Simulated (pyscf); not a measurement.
`[Br-]` + `[CH3][CH2][CH2][Cl]` → `[CH3][CH2][CH2][Br]` + `[Cl-]`, a substitution at C (singlet surface; C–Cl broken, Br–C formed). PySCF, gas phase, ωB97X-D3(BJ)/def2-SVPD geometries. Energies in kJ/mol from the separated reactants.

Small-basis levels: PySCF, no dispersion term, spherical d functions. 

**Question.** Quick BP86/6-31G*+LANL2DZ single points give ΔE‡ = -12.1 kJ/mol and ΔE = +54.1 kJ/mol. What does ωB97M-D3(BJ)/def2-TZVPD give, and how far is the quick result from it?

**Answer.** ωB97M-D3(BJ)/def2-TZVPD gives ΔE‡ = 36.1 kJ/mol and ΔE = +36.4 kJ/mol. BP86/6-31G*+LANL2DZ lies 48.2 kJ/mol under it in the barrier and 17.7 kJ/mol over it in the reaction energy, so on this step it does not hold to within 12.6 kJ/mol. ωB97M-D3(BJ)/def2-TZVPD has limits of its own. On the reactant side the descent ends in a bound adduct, 46.5 kJ/mol under the separated species and 84.6 kJ/mol under the saddle at ωB97X-D3(BJ)/def2-TZVPD. On the product side the descent ends in a bound adduct, 52.7 kJ/mol under the separated species and 58.1 kJ/mol under the saddle at ωB97X-D3(BJ)/def2-TZVPD. This is the saddle that the search found; another between the same sides may lie lower. The angle at the attacked C is 164°. In the def2 sets elements up to Kr have no core potential.
